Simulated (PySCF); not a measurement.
Point-charge models of `CP(C)(C)=N` against its computed dipole.

Coordinates (PBE0-D3(BJ)/def2-TZVP, Å) and charges (e) from the PBE0/pcSseg-2 density (PySCF):

```tsv
atom	x	y	z	Mulliken	IAO	Hirshfeld	ESP-fitted
C1	-0.841	0.910	-1.191	-0.1236	-0.6897	-0.1658	-0.6173
P2	-0.220	0.190	0.337	+0.4902	+1.4462	+0.3932	+1.1102
C3	-0.402	-1.607	0.109	-0.1782	-0.7186	-0.1754	-0.8197
C4	1.585	0.413	0.253	-0.1785	-0.7191	-0.1755	-0.8245
N5	-0.984	0.858	1.518	-0.5583	-1.0614	-0.4378	-1.0171
H6	-0.361	0.470	-2.066	+0.0317	+0.1560	+0.0515	+0.1542
H7	-0.657	1.985	-1.171	+0.0624	+0.1770	+0.0599	+0.1899
H8	-1.918	0.745	-1.239	+0.0648	+0.1777	+0.0599	+0.1891
H9	-0.001	-2.119	0.986	+0.0512	+0.1647	+0.0532	+0.2095
H10	0.122	-1.966	-0.780	+0.0355	+0.1559	+0.0490	+0.2162
H11	-1.464	-1.843	0.027	+0.0587	+0.1709	+0.0551	+0.2152
H12	2.011	0.004	-0.666	+0.0357	+0.1560	+0.0491	+0.2165
H13	1.807	1.479	0.316	+0.0609	+0.1713	+0.0550	+0.2156
H14	2.046	-0.085	1.109	+0.0492	+0.1643	+0.0529	+0.2115
H15	-0.746	0.547	2.450	+0.0982	+0.2489	+0.0753	+0.3507
```

Q: Form Σ q r in debye for every column and set it beside the full dipole.

A: The full density gives (2.22, -2.05, -2.09) D, 3.67 D in size; dipole vectors point from the negative to the positive end.

```json
{"scheme": "Mulliken", "μx": "1.37", "μy": "-1.18", "μz": "-2.42", "size (D)": "3.02", "share of the full size (%)": "82", "angle to the full dipole (°)": "19"}
{"scheme": "IAO", "μx": "2.33", "μy": "-2.13", "μz": "-2.52", "size (D)": "4.04", "share of the full size (%)": "110", "angle to the full dipole (°)": "4"}
{"scheme": "Hirshfeld", "μx": "1.34", "μy": "-1.19", "μz": "-1.95", "size (D)": "2.64", "share of the full size (%)": "72", "angle to the full dipole (°)": "13"}
{"scheme": "ESP-fitted", "μx": "2.22", "μy": "-2.06", "μz": "-2.14", "size (D)": "3.71", "share of the full size (%)": "101", "angle to the full dipole (°)": "1"}
```

Q: Which set comes closest?

A: Length of the difference vector: ESP-fitted 0.05 D, IAO 0.45 D, Hirshfeld 1.24 D, Mulliken 1.26 D. Closest: ESP-fitted. 

Q: What is left for the Hirshfeld atoms' own dipoles?

A: The shares of the density sum to the whole, so what Σ q r misses lies in dipoles about the nuclei. The atomic dipoles sum to (2.22, -2.05, -2.09) − (1.34, -1.19, -1.95) = (0.88, -0.86, -0.14) D, 1.24 D in size.

Q: With the origin at the mean of the coordinates, (-0.002, -0.001, -0.001) Å, which are the largest single terms, by size, of the Hirshfeld dipole along the direction of the full one?

A: N5 +4.07, P2 -0.81, H15 -0.78, C3 -0.50, C4 -0.49 D; all 15 atoms together +2.58 D. The single terms depend on the origin, their sum doesn't.

Q: Give the size of the full dipole in other units.

A: 3.67 D = 1.446 au = 0.765 e·Å = 12.26 × 10⁻³⁰ C·m.

Isolated species at its PBE0-D3(BJ)/def2-TZVP geometry, gas phase.
